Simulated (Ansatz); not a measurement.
Reaction (SMILES): FOF + H+ → F[OH+]F
B3LYP-D3(BJ)/def2-TZVP geometries, fixed; electronic energies without zero-point terms; positive where energy is released.
Largest species:
```
O
H 1 1.0167
F 1 1.3894 2 102.86
F 1 1.3894 2 102.86 3 111.25
```
Charge +1, spin multiplicity 1.

Basis-set convergence of the proton affinity at CCSD(T) with Ansatz (an electronic-structure program). Cartesian d functions, on some or all atoms, in 6-31G*; all else is spherical. Cores are frozen. A restricted Hartree-Fock determinant is unstable towards unrestricted orbitals. The proton sits at the site shown, which need not be the one that binds it best. No added dispersion term, no relativity. Functions are those of the species that has most. Reference: Hartree-Fock in aug-cc-pVQZ plus the correlation part extrapolated as X^-3 from aug-cc-pVTZ and aug-cc-pVQZ, 114.03 kcal/mol, itself unsure by roughly 0.32 kcal/mol (a third of the extrapolation step and of the last Hartree-Fock step). Deviations are taken from unrounded values. Cost is core time over that of aug-pcseg-1, rough, on shared machines of one kind; a dash marks a row that isn't timed (too short, read off another run, short of memory, by another algorithm or on other hardware).

```
basis            functions  proton affinity (kcal/mol)  minus reference (kcal/mol)  cost
---------------  ---------  --------------------------  --------------------------  ----
STO-3G                  16                      176.97                       62.94     -
3-21G                   29                      111.95                       -2.08     -
pcseg-0                 29                       96.09                      -17.93     -
6-31G*                  47                      113.03                       -1.00  0.4×
cc-pVDZ                 47                      117.37                        3.34  0.4×
aug-pcseg-1             78                      113.04                       -0.99    1×
def2-TZVP               99                      113.87                       -0.16    2×
pcseg-2                104                      115.04                        1.01    2×
jun-cc-pV(T+d)Z        131                      115.13                        1.10    3×
aug-cc-pVTZ            161                      115.00                        0.97    5×
pcseg-3                213                      115.24                        1.21   10×
aug-cc-pVQZ            286                      114.60                        0.58   30×
aug-pcseg-3            304                      115.09                        1.07   40×
```
